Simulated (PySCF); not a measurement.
# ClH4PSi: the cost of one run

Computed with PySCF 2.14.0, with density-fitted response routines of our own, on a single molecule in the gas phase. Atoms are numbered from 0 throughout.

**1. The molecule as given**

7 atoms, charge 0, multiplicity 1; geometry from: PBE0-D3(BJ)/def2-SVP.

Bonds of the start (Å): P0–Si1 2.26, Si1–Cl2 2.07, P0–H3 1.43, P0–H4 1.43, Si1–H5 1.49, Si1–H6 1.49.

**2. Nuclear shieldings: PBE0/pcSseg-2**

The job: settings as JSON, then the geometry in Å.

```
{"job": {"kind": "nmr", "xc": "PBE0", "basis": "pcSseg-2", "pop": false}, "charge": 0, "multiplicity": 1}
P     -0.143821    -1.289114    -1.810786
Si    -2.203127    -0.864354    -0.989599
Cl    -3.500842    -2.311877    -1.704339
H      0.076442    -2.372399    -0.904532
H      0.449065    -0.322324    -0.936045
H     -2.650655     0.466089    -1.490394
H     -2.275473    -0.887173     0.499270
```

Method: GIAO PBE0/pcSseg-2 NMR shielding, non-relativistic, gas phase.

Command:

```
$ OMP_NUM_THREADS=1 python probes_run.py task.json out
```

This one command runs all jobs of the session in turn.

Q: Estimate the wall time and peak memory of this first job on 1 thread of Arm Neoverse V2, shared host.

About 8.9 s, with a peak of 0.87 GiB.
